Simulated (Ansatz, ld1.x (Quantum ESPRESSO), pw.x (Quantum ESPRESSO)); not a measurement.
## barium (Ba): does the TM potential hold in the solid?

ld1.x (Quantum ESPRESSO) 7.5 input, shortened:

```
&input
   title='Ba', zed=56., rel=1, dft='PBESOL', iswitch=3,
   config='[Xe] 5d0 6s2 6p0'
 /
 &inputp
   pseudotype=2, tm=.true., lloc=-2, rcloc=3.25,
   nlcc=.false.
 /
3
6S  1  0   2.00   0.00  3.00  3.00  0.0
6P  2  1   0.00   0.00  4.62  4.62  0.0
5D  3  2   0.00   0.00  2.75  2.75  0.0
 &test
   configts(1)='5d0 6s2 6p0'
 /
```

Atomic tests: cutoffs needed: 8 Ry and 15 Ry (the cutoffs (Ry, on a coarse ladder) from which the occupation-weighted sum of valence levels, in a spherical-Bessel basis at the reference potential, stays within 10 and 1 mRy of its value at 400 Ry); ghost test: ghost state, extra bound levels that the all-electron valence spectrum of the same l lacks: s at -0.22 eV; a true bound ghost makes a file unfit for plane-wave use (spherical-Bessel basis up to 400 Ry, 20 bohr box); largest excitation error: +541 meV (all-electron minus pseudo) for 5d1 6s0 6p0, out of 7 test configurations.

Crystal test: fcc Ba in pw.x 7.5, no spin, 9³ k-points, Fermi–Dirac smearing 0.01 Ry, cutoffs 35/140 Ry. The reference is all-electron LAPW (Ansatz 0.2.0) with the same functional, mesh and smearing; V0 and B0 come from Birch–Murnaghan fits to the pressures at five volumes. Errors are pseudo minus all-electron; Δ is the rms difference of the E(V) curves that follow from these fits, minima aligned, over ±6 % about the mean V0. Mesh and smearing are coarse, so the numbers serve the comparison and aren't converged zero-temperature values; the lattice is a test structure that the element need not adopt.

All-electron: a0 = 6.172 Å (V0 = 58.77 Å³/atom), B0 = 8.2 GPa.

Task: How far does the potential miss the all-electron equation of state?

Result: mean pressure error (GPa): -1.98. The pressure does not cross zero within the volumes sampled, so no fit is given. The largest radius (4.62 bohr) exceeds half the bond length (4.12 bohr), so the spheres overlap, which is one possible source of error among others. This is a poor potential for the solid. Note: ghost state, extra bound levels that the all-electron valence spectrum of the same l lacks: s at -0.22 eV. A true bound ghost makes a file unfit for plane-wave use. The logarithmic derivative shows an extra or strongly shifted pseudo pole above the reference energy (s near -0.02 Ry, p near 1.15 Ry).

```
V (Å³/atom)  P all-electron (GPa)  P pseudo (GPa)
     55.778                  0.45           -1.85
     57.246                  0.22           -1.91
     58.714                  0.01           -1.96
     60.182                 -0.19           -2.01
     61.650                 -0.37           -2.06
```

Task: At the middle volume, how do free energy and pressure move when the wave cutoff is lowered (ecutrho kept at four times it)?

Result:

```
cutoff (Ry)  shift of F (meV/atom)  shift of P (GPa)
         16                   +3.5             -0.00
         21                   +2.2             -0.01
         28                   +0.4             +0.01
```

The run at the middle volume (35 k-points, 6 iterations) took about 2.6 s on one core of a shared host (Neoverse-V2, 96 threads, 371 GiB, load 33).
